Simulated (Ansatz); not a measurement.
Geometry optimisation, Ansatz 0.2.0, RKS PBE-D4/def2-SVP.

The input (input.yaml):

```yaml
crystal:
  periodic: [false, false, false]
  atoms:
    - { symbol: C, position_ang: [-0.9654, -1.0152, 1.3931] }
    - { symbol: O, position_ang: [0.0354, -0.9995, 0.4239] }
    - { symbol: C, position_ang: [0.2333, 0.1388, -0.3374] }
    - { symbol: C, position_ang: [-0.84637, 1.24003, -0.01173] }
    - { symbol: C, position_ang: [1.10333, 0.34213, -1.30365] }
    - { symbol: F, position_ang: [2.01739, -0.58153, -1.70861] }
    - { symbol: H, position_ang: [-1.0166, -1.9449, 1.8772] }
    - { symbol: H, position_ang: [-1.9431, -0.7946, 0.8884] }
    - { symbol: H, position_ang: [-0.8222, -0.1974, 2.1927] }
    - { symbol: H, position_ang: [-0.6497, 2.09432, -0.61333] }
    - { symbol: H, position_ang: [-0.65235, 1.48086, 1.05114] }
    - { symbol: H, position_ang: [-1.82286, 0.85236, -0.15532] }
    - { symbol: H, position_ang: [1.27002, 1.24047, -1.91528] }
basis:
  gaussian: { orbitals: def2-SVP }
hamiltonian:
  xc: pbe
  dispersion: d4
relax:
  f_tol: 0.015
  max_steps: 40
```

Command:

```bash
$ ansatz run input.yaml --threads 2 --pin off --max-ram 3072MiB --backend cpu --events-out ev --progress --plain --runs-dir out
```

Q: Where does it end, and by what steps?

A: The run converged. After 19 steps the energy has fallen by 0.647 eV; H9 moved furthest, 0.71 Å.

| step | energy less start (eV) | largest force component (eV/Å) | accepted |
| --- | --- | --- | --- |
| 0 | 0.0000 | 3.964 | yes |
| 1 | -0.5116 | 1.360 | yes |
| 2 | -0.6087 | 0.579 | yes |
| 3 | -0.6224 | 0.312 | yes |
| 4 | -0.6265 | 0.082 | yes |
| 5 | -0.6269 | 0.070 | yes |
| 6 | -0.6272 | 0.021 | yes |
| 7 | -0.6274 | 0.019 | yes |
| 8 | -0.6208 | 0.522 | no |
| 9 | -0.6298 | 0.019 | yes |
| 10 | -0.6315 | 0.214 | yes |
| 11 | -0.6343 | 0.179 | yes |
| 12 | -0.6350 | 0.362 | yes |
| 13 | -0.6324 | 0.193 | no |
| 14 | -0.6426 | 0.144 | yes |
| 15 | -0.6444 | 0.223 | yes |
| 16 | -0.6462 | 0.110 | yes |
| 17 | -0.6458 | 0.135 | no |
| 18 | -0.6467 | 0.031 | yes |
| 19 | -0.6469 | 0.011 | yes |

```xyz
13
Properties=species:S:1:pos:R:3
C -0.856 -1.082 1.426
O -0.263 -1.040 0.140
C 0.028 0.192 -0.383
C -0.919 1.338 -0.174
C 1.135 0.319 -1.151
F 1.991 -0.698 -1.357
H -0.954 -2.151 1.691
H -1.870 -0.622 1.450
H -0.222 -0.584 2.196
H -0.588 2.223 -0.749
H -0.990 1.641 0.892
H -1.946 1.076 -0.510
H 1.395 1.243 -1.690
```

The run took 49 s on 2 threads of Arm Neoverse V2, on a shared host, peak memory 0.15 GiB.
